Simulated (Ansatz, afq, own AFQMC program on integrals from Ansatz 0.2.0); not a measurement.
## Where AFQMC and coupled cluster stand for SiGeH$_{2}$, singlet

```xyz
4

Si    0.0000   -0.0039    1.5661
Ge    0.0000   -0.0238   -0.5845
H     0.0000    1.3266    0.5226
H     0.0000    0.5003   -2.0341
```

Connectivity, by distances: Si–GeH, 1 bridging H.

Basis cc-pVDZ. Noble-gas cores (and the filled d shells of Ga–Kr and In–Xe) are frozen. Ansatz 0.2.0 and our own AFQMC program on the same integrals; the CISD trial comes from CCSD amplitudes, and released means the phaseless constraint is let go. Error bars are statistical, one sigma. No spin–orbit coupling.

Determinant: RHF, the one that the program's search chose, which needn't be the lowest solution. The geometry is a point of a scan.

No full CI on the walks' own integrals is used here; CCSDT(Q) serves as the reference and is uncertain by about the last step of the cluster series.

Cautions: no relativity below Rb; no spin-orbit coupling; inner d shell frozen; higher spins were not checked; restricted determinant unstable towards unrestricted (UHF 64 meV lower, ⟨S²⟩ 0.35).

The T1 diagnostic is 0.0192. The weight of the determinant in the CISD state is 0.840 and the size of the correlated space is 10 electrons in 36 orbitals.

```csv
level,correlation energy (eV)
MP2,-5.0454
CCSD,-5.8911
CCSD(T),-6.1924
```

**Question.** Estimate where AFQMC with the constraint released lies against CCSD(T) on the same integrals.

**Answer.** 45.2 ± 14.7 meV below CCSD(T).

Reference: CCSDT(Q), correlation energy -6.251 eV. The released energy is read at 2.40 1/Eh (meV from the phaseless value at times in 1/Eh: -16 ± 26 at 0.24, 1 ± 21 at 0.51, -16 ± 32 at 0.99, -5 ± 16 at 1.62, 22 ± 15 at 2.40).

```csv
level,E − E(reference) (meV),share of correlation (%)
CCSD(T),58.3,99.07
CCSDT,26.2,99.58
ph-AFQMC/HF,-36.4 ± 63.3,100.58
ph-AFQMC/CISD,-8.4 ± 19.3,100.14
released AFQMC,13.1 ± 14.7,99.79
```

A walk keeps the symmetry of its determinant, which the program's search chose and which needn't be the lowest solution, so a lower state of the same spin and another symmetry isn't excluded. Released energies are given only where the last usable release times agree within the noise; a slower fall can still hide under it.
